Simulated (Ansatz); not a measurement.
Geometry optimisation, RKS PBE0-D4/def2-SVP in Ansatz 0.2.0.

Input:

```yaml
crystal:
  periodic: [false, false, false]
  atoms:
    - { symbol: Al, position_ang: [0.0, 0.0, 0.0] }
    - { symbol: H, position_ang: [1.0441, 0.0, 1.4169] }
    - { symbol: "N", position_ang: [2.084, 0.0, 0.3891] }
    - { symbol: H, position_ang: [2.5506, -0.9179, 0.1373] }
    - { symbol: H, position_ang: [2.5353, 0.9179, 0.1109] }
    - { symbol: "N", position_ang: [-1.6627, 0.0, -0.96] }
    - { symbol: H, position_ang: [-2.3316, -0.8164, -0.8614] }
    - { symbol: H, position_ang: [-1.9118, 0.8164, -1.5886] }
basis:
  gaussian: { orbitals: def2-SVP }
hamiltonian:
  xc: pbe0
  dispersion: d4
relax:
  f_tol: 0.15
  max_steps: 25
  restrain:
    - { distance: [1, 2], at: 1.06, k: 30.0 }
    - { distance: [0, 1], at: 2.76, k: 30.0 }
    - { distance: [0, 2], at: 3.12, k: 30.0 }
```

Command:

```bash
$ ansatz run input.yaml --threads 1 --pin off --max-ram 2048MiB --backend cpu --events-out ev --progress --plain --runs-dir out
```

Question: Where does it end, and by what steps?

Answer: The forces met the threshold. The restraints hold the end off the free minimum. After 15 steps the energy has fallen by 2.738 eV (the restraints' own energy left out); H8 moved furthest, 1.48 Å. Parted: Al1–H2, Al1–N3. Joined: H2–N3.

```
step  energy less start (eV)  largest force component (eV/Å)  accepted
   0                  0.0000                           1.760       yes
   1                  0.1101                           2.647       yes
   2                  0.2613                           6.264       yes
   3                 -0.5338                           7.405       yes
   4                 -1.8975                           1.524       yes
   5                 -2.2840                           1.434       yes
   6                 -2.4926                           0.811       yes
   7                 -2.5536                           0.593       yes
   8                 -2.5772                           0.533       yes
   9                 -2.5945                           0.833       yes
  10                 -2.6339                           0.675       yes
  11                 -2.6610                           0.648       yes
  12                 -2.6912                           0.776       yes
  13                 -2.7067                           0.756       yes
  14                 -2.7266                           0.748       yes
  15                 -2.7383                           0.700       yes
```

```xyz
8
Properties=species:S:1:pos:R:3
Al -0.944 -0.223 0.997
H 1.801 -0.048 1.249
N 2.068 0.106 0.260
H 1.677 -0.648 -0.302
H 1.673 0.991 -0.047
N -1.228 -0.092 -0.785
H -2.150 -0.243 -1.192
H -0.588 0.157 -1.536
```

Run time: 31 s on 1 thread of Arm Neoverse V2 (shared host), peak memory 0.13 GiB.
